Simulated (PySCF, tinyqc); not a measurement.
Worked calculation: RHF in the sto-3g basis, for CH2, spin multiplicity 1. This run ends on a higher stationary point, not on the lowest solution. The lowest restricted solution is unstable here: a spin-polarised one lies 0.0416 hartree lower (PySCF). One step of it, computed by the program tinyqc.

Task: Iteration 8 (converged): orbitals. Diagonalise F' = X^T F X, C = X C', fill 4 alpha and 4 beta electrons from the bottom; D = 2 C_occ C_occ^T. Each column has its largest component positive (the first on a tie).

converged F (hartree), order 1C 1s, 1C 2s, 1C 2px, 1C 2py, 1C 2pz, 2H 1s, 3H 1s:
```
[[-10.892368, -2.938656, 0.000000, 0.000000, 0.006607, -0.495369, -0.495369],
 [-2.938656, -1.323759, 0.000000, 0.000000, -0.081892, -0.552759, -0.552759],
 [0.000000, 0.000000, -0.195723, 0.000000, 0.000000, 0.000000, 0.000000],
 [0.000000, 0.000000, 0.000000, -0.119517, 0.000000, -0.340812, 0.340812],
 [0.006607, -0.081892, 0.000000, 0.000000, 0.262424, -0.107169, -0.107169],
 [-0.495369, -0.552759, 0.000000, -0.340812, -0.107169, -0.316048, -0.086983],
 [-0.495369, -0.552759, 0.000000, 0.340812, -0.107169, -0.086983, -0.316048]]
```

X, order 1C 1s, 1C 2s, 1C 2px, 1C 2py, 1C 2pz, 2H 1s, 3H 1s:
```
[[1.026437, -0.146463, 0.000000, 0.000000, -0.007113, 0.022726, 0.022726],
 [-0.146463, 1.180314, 0.000000, 0.000000, 0.064660, -0.247778, -0.247778],
 [0.000000, 0.000000, 1.000000, 0.000000, 0.000000, 0.000000, 0.000000],
 [0.000000, 0.000000, 0.000000, 1.134597, 0.000000, -0.236903, 0.236903],
 [-0.007113, 0.064660, 0.000000, 0.000000, 1.026790, -0.103068, -0.103068],
 [0.022726, -0.247778, 0.000000, -0.236903, -0.103068, 1.157046, -0.023311],
 [0.022726, -0.247778, 0.000000, 0.236903, -0.103068, -0.023311, 1.157046]]
```

Give: F' = X^T F X; orbital energies; coefficients C; D after iteration 8.

Result:

F' = X^T F X (hartree):
```
[[-10.6602, -1.5658, 0.0000, 0.0000, -0.0052, -0.0348, -0.0348],
 [-1.5658, -0.5412, 0.0000, 0.0000, 0.0278, -0.3723, -0.3723],
 [0.0000, 0.0000, -0.1957, 0.0000, 0.0000, 0.0000, 0.0000],
 [0.0000, 0.0000, 0.0000, 0.1869, 0.0000, -0.3985, 0.3985],
 [-0.0052, 0.0278, 0.0000, 0.0000, 0.3124, -0.1351, -0.1351],
 [-0.0348, -0.3723, 0.0000, -0.3985, -0.1351, 0.0202, -0.0285],
 [-0.0348, -0.3723, 0.0000, 0.3985, -0.1351, -0.0285, 0.0202]]
```

orbital energies (hartree): [-10.8984, -0.6986, -0.4500, -0.1957, 0.1783, 0.5214, 0.6855]

coefficients C, order 1C 1s, 1C 2s, 1C 2px, 1C 2py, 1C 2pz, 2H 1s, 3H 1s:
```
[[0.9931, -0.2234, 0.0000, 0.0000, 0.1389, -0.1434, 0.0000],
 [0.0282, 0.7280, 0.0000, 0.0000, -0.6515, 0.7657, 0.0000],
 [0.0000, 0.0000, 0.0000, 1.0000, 0.0000, 0.0000, 0.0000],
 [0.0000, 0.0000, 0.5010, 0.0000, 0.0000, 0.0000, 1.0717],
 [0.0013, 0.0580, 0.0000, 0.0000, 0.6834, 0.7807, 0.0000],
 [-0.0053, 0.2837, 0.4681, 0.0000, 0.4081, -0.6842, -0.7305],
 [-0.0053, 0.2837, -0.4681, 0.0000, 0.4081, -0.6842, 0.7305]]
```

D after iteration 8, order 1C 1s, 1C 2s, 1C 2px, 1C 2py, 1C 2pz, 2H 1s, 3H 1s:
```
[[2.0725, -0.2693, 0.0000, 0.0000, -0.0234, -0.1374, -0.1374],
 [-0.2693, 1.0617, 0.0000, 0.0000, 0.0845, 0.4128, 0.4128],
 [0.0000, 0.0000, 2.0000, 0.0000, 0.0000, 0.0000, 0.0000],
 [0.0000, 0.0000, 0.0000, 0.5019, 0.0000, 0.4690, -0.4690],
 [-0.0234, 0.0845, 0.0000, 0.0000, 0.0067, 0.0329, 0.0329],
 [-0.1374, 0.4128, 0.0000, 0.4690, 0.0329, 0.5992, -0.2771],
 [-0.1374, 0.4128, 0.0000, -0.4690, 0.0329, -0.2771, 0.5992]]
```
